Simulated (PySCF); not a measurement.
Shapes and spin states of Mg2S

These are results of PySCF, PBE0, basis S def2-TZVP, Mg def2-TZVP (no relativity, density fitting), not measurements.

Relaxations began from a few typed shapes and spin states; open shells are unrestricted. The search is not exhaustive: other isomers or separated fragments can lie lower, and high-lying points may rest on an excited occupation.

(1) Order these stationary points by electronic energy, lowest first, in kJ/mol from the lowest minimum.
A. singlet (closed shell, unstable to spin polarisation) C2v: Mg–Mg 2.724 Å, S–Mg 2.299 Å (×2); Mg–Mg–S 53.7° (×2), Mg–S–Mg 72.7°
B. triplet C2v: S–Mg 2.291 Å (×2); Mg–S–Mg 106.3°

(2) Which of them are minima?

Answers

(1) B (0.0), A (17.6).

(2) By energy in kJ/mol, 0.0: minimum; 17.6: minimum of the closed-shell surface only.
